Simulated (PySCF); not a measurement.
Gas-phase reaction: 4 BCl₂ + HBO₂ + BH → 2 BCl₂OH + 4 BCl

Energies from PySCF, thermal terms from the rigid-rotor harmonic-oscillator model, ideal gas at 1 bar. † marks an energy on the PBE0/def2-TZVP geometry and frequencies. MP2 and CCSD(T) freeze the core. Open shells (unrestricted): BCl₂ (multiplicity 2); the rest are closed-shell singlets. BCl₂OH: computed as isolated molecules; such fragments, hydroxides, amides, oligomers or adducts are transient or little studied in the gas. MP2 isn't extrapolated to the basis-set limit; its ΔH°(298 K) is -196.8 kJ in def2-SVP and -225.1 kJ in def2-TZVPP. CCSD(T) isn't extrapolated to the basis-set limit; its ΔH°(298 K) is -269.2 kJ in def2-SVP and -288.3 kJ in def2-TZVPP. The harmonic model lacks anharmonicity and excited electronic states, which grow with temperature; levels with a mode under 35 cm⁻¹ are left out. Internal rotation in BCl₂OH is treated as a harmonic vibration of one conformer, which makes the entropy rough.

| level | ΔE electronic, kJ | ΔH°(298 K), kJ | ΔS°(298 K), J/K | ΔG°(2500 K), kJ |
|---|---|---|---|---|
| BLYP/def2-TZVP† | -209 | -193 | -51 | -85 |
| CCSD(T)/def2-SVP† | -285 | -269 | -51 | -161 |
| CCSD(T)/def2-TZVPP† | -304 | -288 | -51 | -180 |
| HF/def2-TZVP† | -125 | -109 | -51 | -1 |
| MP2/def2-SVP† | -213 | -197 | -51 | -89 |
| MP2/def2-TZVPP† | -241 | -225 | -51 | -117 |
| PBE/def2-TZVP† | -193 | -178 | -51 | -70 |
| PBE0/def2-QZVP† | -192 | -176 | -51 | -69 |
| PBE0/def2-SVP† | -191 | -175 | -51 | -68 |
| r2SCAN/def2-TZVP† | -156 | -140 | -51 | -32 |
| ωB97M-V/def2-TZVP† | -312 | -296 | -51 | -188 |
ΔH° is lowest at ωB97M-V/def2-TZVP† and highest at HF/def2-TZVP†. No reference value is set beside these.
